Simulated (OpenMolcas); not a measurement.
**BHF2 (SMILES FBF): the energy, rung by rung**

BHF2 has 4 atoms, charge 0, and is taken as a singlet. SMILES: `FBF`. The coordinates come from a PBE0-D4/def2-TZVP relaxation.

```xyz
4

F     1.1543    0.4569   -0.3619
B    -0.0019   -0.0310    0.0252
F    -1.0954    0.5287   -0.4389
H    -0.0570   -0.9546    0.7756
```

Each level gives the energy change with the F1–B2 bond stretched from 1.313 to 2.627 Å (eV). The values are calculated.

```json
{"level": "HF/STO-3G (restricted)", "kind": "Hartree–Fock", "program": "OpenMolcas", "value (eV)": "10.21", "less FCI/STO-3G": "+4.16", "CPU time (all runs)": "3.2 s"}
{"level": "SVWN5/STO-3G (restricted)", "kind": "LDA", "program": "OpenMolcas", "value (eV)": "8.08", "less FCI/STO-3G": "+2.03", "CPU time (all runs)": "8.8 s"}
{"level": "PBE0/STO-3G (restricted)", "kind": "global hybrid", "program": "OpenMolcas", "value (eV)": "8.28", "less FCI/STO-3G": "+2.23", "CPU time (all runs)": "8.3 s"}
{"level": "B2PLYP/STO-3G (restricted)", "kind": "double hybrid", "program": "OpenMolcas", "value (eV)": "7.88", "less FCI/STO-3G": "+1.83", "CPU time (all runs)": "7.9 s"}
{"level": "MP2/STO-3G (restricted)", "kind": "perturbation theory", "program": "OpenMolcas", "value (eV)": "7.83", "less FCI/STO-3G": "+1.78", "CPU time (all runs)": "3.3 s"}
{"level": "CASSCF(2,2)/STO-3G", "kind": "multireference", "program": "OpenMolcas", "value (eV)": "5.53", "less FCI/STO-3G": "-0.52", "CPU time (all runs)": "5 s"}
{"level": "SC-NEVPT2(2,2)/STO-3G", "kind": "multireference", "program": "OpenMolcas", "value (eV)": "6.05", "less FCI/STO-3G": "0.00", "CPU time (all runs)": "3.2 s"}
{"level": "CISD/STO-3G (restricted)", "kind": "coupled cluster or CI", "program": "OpenMolcas", "value (eV)": "6.64", "less FCI/STO-3G": "+0.59", "CPU time (all runs)": "3.5 s"}
{"level": "FCI/STO-3G", "kind": "exact in the basis", "program": "OpenMolcas", "value (eV)": "6.05", "less FCI/STO-3G": "0.00", "CPU time (all runs)": "3.7 min"}
```

FCI/STO-3G is exact within its basis and frozen core, so for wave-function methods in that basis the difference is their error; functionals converge differently with the basis, so for them it is only a difference. Spin-restricted single references rise too steeply as a bond breaks, Hartree–Fock most of all. Perturbation and coupled-cluster corrections on them can overshoot downwards. The first shape isn't each level's own minimum. The values span 5.53 to 10.21 eV. All rows use very small basis sets, so even the best lies far from the true value. Times are those of the runs behind each value, whatever else they computed, on shared processors of several kinds: orders of magnitude only.
